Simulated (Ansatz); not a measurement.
## doublet SO2(+): levels of theory in one basis

```xyz
3

O     0.0107    0.2278   -1.2738
S     0.0291   -0.3983   -0.0406
O    -0.0480    0.2118    1.3109
```

Basis set: def2-SVP (spherical functions). Correlated methods keep 7 orbitals frozen. Correlation on ROHF uses semicanonical orbitals with singles. Charge 1, multiplicity 2.

Computed with Ansatz (development build ahead of 0.2.0); each method stands on the lowest determinant of its kind that the runs found.

```
      method  E − E(ROHF) (eV)  <S²> of the determinant
        ROHF              0.00                     0.75
         UHF             -0.23                     0.89
    ROHF-MP2            -13.04                        –
     UHF-MP2            -12.89                     0.89
ROHF-CCSD(T)            -14.40                        –
 UHF-CCSD(T)            -14.39                     0.89
```

Caution for UHF, UHF-MP2, UHF-CCSD(T): the unrestricted determinant is spin contaminated. Caution for ROHF-MP2, UHF-MP2: MP2 on this radical cation hangs on the determinant chosen. Caution for UHF-CCSD(T): another reference gives a lower total.
